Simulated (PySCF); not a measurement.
Spectrum to structure. Level of theory: TDDFT CAM-B3LYP/def2-SVPD, vertical, gas phase, core orbitals frozen in the response in PySCF 2.14.0, density-fitted response routines. Geometries: PBE0-D3(BJ)/def2-SVP, one conformer each.

```json
{"state": "S1", "λ (nm)": "303.7", "f": "0.014"}
{"state": "S2", "λ (nm)": "225.8", "f": "0.0003"}
{"state": "S3", "λ (nm)": "205.5", "f": "0.0014"}
{"state": "S4", "λ (nm)": "200.4", "f": "0.0064"}
{"state": "S5", "λ (nm)": "184.6", "f": "0.0001"}
{"state": "S6", "λ (nm)": "181.0", "f": "0.0016"}
{"state": "S7", "λ (nm)": "176.5", "f": "0.0047"}
{"state": "S8", "λ (nm)": "174.8", "f": "0.653"}
{"state": "S9", "λ (nm)": "162.5", "f": "0.0016"}
{"state": "S10", "λ (nm)": "158.0", "f": "0.0002"}
```

Orbital energies (eV): HOMO-3 -12.24, HOMO-2 -11.52, HOMO-1 -10.75, HOMO -6.96, LUMO 0.44, LUMO+1 1.41, LUMO+2 1.81.

Task: Which structure fits? All have the formula C5H5F.
A. `C=CC#CCF`
B. `FC1=CCC=C1`
C. `CC(F)=C1C=C1`
D. `C=C(F)C1=CC1`

Result: C. Its S1, at 4.08 eV, is the lowest among the candidates; the nearest of the others has S1 at 5.22 eV. S1 is HOMO→LUMO (99%). Löwdin shares by element: HOMO carbon 78% or more (atoms not listed hold the other 22%); LUMO carbon 84% or more, hydrogen 8% or more. At the same level the other candidates give, for their lowest levels:
- `FC1=CCC=C1`: 237 nm (f 0.088); 192 nm (f 0.000); 181 nm (f 0.011); 178 nm (f 0.040); 172 nm (f 0.028); T1 3.16 eV; HOMO -7.85, LUMO 0.40 eV
- `C=CC#CCF`: 226 nm (f 0.014); 223 nm (f 0.255); 218 nm (f 0.001); 181 nm (f 0.000); 169 nm (f 0.650); T1 3.40 eV; HOMO -8.37, LUMO 0.03 eV
- `C=C(F)C1=CC1`: 234 nm (f 0.399); 203 nm (f 0.001); 186 nm (f 0.011); 180 nm (f 0.098); 177 nm (f 0.002); T1 2.98 eV; HOMO -8.13, LUMO -0.25 eV
Triplets come from the Tamm–Dancoff approximation.
